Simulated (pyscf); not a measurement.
Insertion: SnH₂ [singlet] + H₂O → HO–SnH₃

Gas phase, singlet surface, charge 0. Bonds broken: O4–H5. Bonds formed: Sn1–O4, Sn1–H5. Single points on ωB97X-D3(BJ)/def2-SVP structures (PySCF, gas phase). MP2 and CC: frozen core, UHF for open shells. ΔMP2 is the change of the MP2 total energy from the triple- to the quadruple-zeta basis.

Transition state (Å):

```xyz
6

Sn     1.1299     0.4277    -0.2811
H      1.0973     1.8834    -1.1895
H      1.5307     0.9049     1.3253
O     -0.9337    -0.2439    -0.2253
H      0.2628    -1.0560    -0.6433
H     -1.2115    -0.5319     0.6577
```

One imaginary mode, 1445i cm⁻¹; descent along it reached the two sides named, in the forms told below.

```json
[
 {"bond": "O4–H5", "change": "breaks", "reactant side (Å)": "0.967", "saddle": "1.505", "product side": "3.0"},
 {"bond": "Sn1–O4", "change": "forms", "reactant side (Å)": "2.446", "saddle": "2.171", "product side": "1.988"},
 {"bond": "Sn1–H5", "change": "forms", "reactant side (Å)": "2.9", "saddle": "1.756", "product side": "1.712"}
]
```

Electronic energies relative to the separated reactants (eV):

```csv
level,barrier,reaction energy,reverse barrier
ωB97X-D3(BJ)/def2-TZVP,1.22,-1.12,2.34
PBE/def2-TZVP,0.89,-0.87,1.76
r²SCAN/def2-TZVP,0.91,-1.05,1.97
B3LYP-D3(BJ)/def2-TZVP,1.22,-0.83,2.04
PBE0-D3(BJ)/def2-TZVP,1.12,-0.96,2.08
M06-2X/def2-TZVP,1.26,-1.06,2.32
ωB97M-D3(BJ)/def2-TZVP,1.33,-0.90,2.23
HF/def2-TZVP,2.16,-0.81,2.97
MP2/def2-QZVPP,1.16,-0.98,2.15
CCSD/def2-TZVPP,1.48,-0.88,2.37
CCSD(T)/def2-TZVPP,1.28,-0.94,2.22
CCSD(T)/def2-TZVPP + ΔMP2(QZVPP),1.24,-0.95,2.19
```

With CCSD(T)/def2-TZVPP + ΔMP2(QZVPP) energies and thermal terms (ideal gas, 1 atm, RRHO with modes under 100 cm⁻¹ raised to 100, one conformer, R ln 2 for rigid chiral ones), in eV:

| T (K) | ΔH‡ | ΔG‡ | ΔH | ΔG |
|---|---|---|---|---|
| 298 | 1.16 | 1.57 | -0.96 | -0.55 |
| 600 | 1.17 | 1.98 | -0.93 | -0.14 |
| 900 | 1.20 | 2.38 | -0.88 | +0.25 |
| 1200 | 1.24 | 2.77 | -0.83 | +0.62 |

On the reactant side the descent ends in an adduct with a O–Sn contact (not fully relaxed), 0.69 eV under the separated species and 1.91 eV under the saddle at ωB97X-D3(BJ)/def2-TZVP. What is counted as formed (O–Sn) is already present as a longer contact in the reactant adduct; forming that adduct is a step of its own. The same reactants have a lower exit, to HO–SnH: [singlet] + H₂ (barrier +0.33 eV at ωB97M-D3(BJ), against +1.33 eV here). One saddle was located; it need not be the lowest between these sides. The CCSD(T) − MP2 part came from Ansatz, without density fitting, on the same reference. The frozen core leaves the outer d or s,p core shells of the metals and heavy elements correlated in the MP2 and CC values, and def2-TZVPP describes them poorly, which can shift differences by a few kcal/mol. Elements past Kr carry the def2 core potentials, without spin-orbit coupling.
